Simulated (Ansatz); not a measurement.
Basis-set extrapolation for `Clc1ccco1` (PBE0-D4/def2-TZVP geometry, frozen core, Ansatz). Multiplicity 1, RHF reference.

```csv
,def2-TZVPP,def2-QZVPP
HF,-687.640019,-687.662541
MP2 correlation,-1.048143,-1.126108
CCSD(T) correlation,-1.124773,not run
```

Energies in hartree. Use E(X) = E(∞) + A·exp(−7.88·√X) for Hartree–Fock and E(X) = E(∞) + B·X^(−2.97) for correlation, with X = 3 and 4, and add CCSD(T) minus MP2 of the smaller set to the MP2 limit.

**Question.** What is the CCSD(T) energy at the basis-set limit?

**Answer.** HF limit: -687.662541 + (-0.022522) × 0.13774 = -687.66564. MP2 limit: -1.126108 + (-0.077965) × 0.74074 = -1.18386. Higher-order term: -1.124773 − (-1.048143) = -0.07663. Total: -688.92613 hartree, 4.39 eV below CCSD(T)/def2-TZVPP.
